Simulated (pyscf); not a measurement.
`[S]=[Sn]([Cl])[Cl]` + `[H][H]` -> `[Cl][Sn][Cl]` [singlet] + `[SH2]`, a concerted two-bond exchange (singlet surface; S–Sn, H–H broken, H–S, H–S formed). Structures and frequencies: ωB97X-D3(BJ)/def2-SVP in PySCF. Energies in kJ/mol from the separated reactants.

Small-basis levels: PySCF, no dispersion term, spherical d functions. AM1 to PM7: differences of heats of formation from MOPAC, which are fitted to 298 K values and so differ in kind from electronic energies by zero-point and thermal terms. GFN2-xTB: tblite. Cost: rough CPU time at the saddle relative to B3LYP/6-31G*+LANL2DZ, from one job on a shared machine.

```csv
level,barrier,reaction energy,cost
SVWN5/6-31G*+LANL2DZ,79.9,-97.2,1
PBE/6-31G*+LANL2DZ,106.6,-95.0,2
B3LYP/LANL2DZ,107.8,-94.8,0.5
B3LYP/6-31G*+LANL2DZ,…,-106.2,1
B3LYP/6-311+G**+LANL2DZ,108.2,-124.8,1
PBE/def2-SVP,76.5,-120.8,2
B3LYP/def2-SVP,96.0,-137.3,1
GFN2-xTB,…,-196.1,under 0.02
PM7,86.4,+36.9,under 0.02
ωB97M-D3(BJ)/def2-TZVP,…,-123.9,–
```

Task: Fill in the missing entries.

Result: 
- B3LYP/6-31G*+LANL2DZ, barrier: 130.5
- GFN2-xTB, barrier: 18.7
- ωB97M-D3(BJ)/def2-TZVP, barrier: 127.7

Against the last row the barrier runs from -109.0 (GFN2-xTB) to +2.8 kJ/mol (B3LYP/6-31G*+LANL2DZ). ωB97M-D3(BJ)/def2-TZVP has limits of its own. On the product side the descent ends in an adduct with a S–Sn contact, 59.9 kJ/mol under the separated species and 300.6 kJ/mol under the saddle at ωB97X-D3(BJ)/def2-TZVP. What is counted as broken (S–Sn) persists as a longer contact in the product adduct; parting that adduct is a step of its own. At ωB97X-D3(BJ)/def2-TZVP the barrier from the zero used here is 143.5 kJ/mol. One saddle was located; it need not be the lowest between these sides. In the def2 sets elements past Kr carry core potentials, without spin-orbit coupling.
